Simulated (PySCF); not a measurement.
**Functional benchmark on one molecule**

Molecule: SMILES NC(C)=O, C₂H₅NO.

Mapped SMILES: `[CH3:1][C:2]([NH2:3])=[O:4]`. Hydrogens are named by the atom that carries them. Ha(N3) is cis to the C=O or C=S heteroatom; Hb(N3) is trans to the C=O or C=S heteroatom.

Geometry PBE0-D3(BJ)/def2-SVP throughout; GIAO in PySCF 2.14, gas phase, one conformer, non-relativistic; equivalent atoms averaged; basis pcSseg-2.

Reference values (measured; solution, not stated per compound (mostly CDCl3 or CCl4); Pretsch, Buehlmann, Badertscher, Structure Determination of Organic Compounds, 4th ed. (2009)): δ(C1) = 22.3 ppm, δ(H(C1)) = 2.02 ppm. Computed shifts are taken against TMS, calculated as an isolated molecule at each level.

How do the functionals HF, LDA, PBE, BLYP, BP86, OPBE, KT2, KT3, B97-D, B3LYP, PBE0, mPW1PW91, WP04, B97-2, BHandHLYP, CAM-B3LYP, wB97X-D, LC-wPBE perform against the reference? Times are CPU seconds on shared hosts with different chips, so compare them loosely; the GGAs took longer than the global hybrids here, which isn't the general rule, and the cause wasn't traced.

Results:


```
functional                    kind    C1  H(C1)  abs. error C  abs. error H  core-s
        HF            Hartree–Fock  22.8   1.77           0.5          0.25     6.1
       LDA                     LDA  21.5   1.75           0.8          0.27      18
       PBE                     GGA  21.4   1.74           0.9          0.28      23
      BLYP                     GGA  21.5   1.77           0.8          0.25      22
      BP86                     GGA  21.8   1.74           0.5          0.28      21
      OPBE                     GGA  21.3   1.71           1.0          0.31      22
       KT2                     GGA  20.3   1.71           2.0          0.31      22
       KT3                     GGA  20.5   1.72           1.8          0.30      21
     B97-D                     GGA  21.6   1.75           0.7          0.27      21
     B3LYP           global hybrid  22.4   1.76           0.1          0.26      15
      PBE0           global hybrid  22.5   1.73           0.2          0.29      14
  mPW1PW91           global hybrid  22.6   1.73           0.3          0.29      15
      WP04           global hybrid  23.8   1.74           1.5          0.28       8
     B97-2           global hybrid  22.3   1.73           0.0          0.29     7.5
 BHandHLYP           global hybrid  22.9   1.77           0.6          0.25     7.7
 CAM-B3LYP  range-separated hybrid  23.1   1.77           0.8          0.25      11
   wB97X-D  range-separated hybrid  23.5   1.74           1.2          0.28      10
   LC-wPBE  range-separated hybrid  24.3   1.74           2.0          0.28      16
```

For ¹³C the closest is B97-2 (0.0 ppm, with B3LYP, PBE0 practically level) and the furthest LC-wPBE (2.0 ppm).

For ¹H the closest is HF (0.25 ppm, with BLYP, BHandHLYP, CAM-B3LYP, B3LYP, LDA, B97-D practically level) and the furthest KT2 (0.31 ppm). One molecule is a small sample, and vibrational and solvent effects are absent from the calculation.
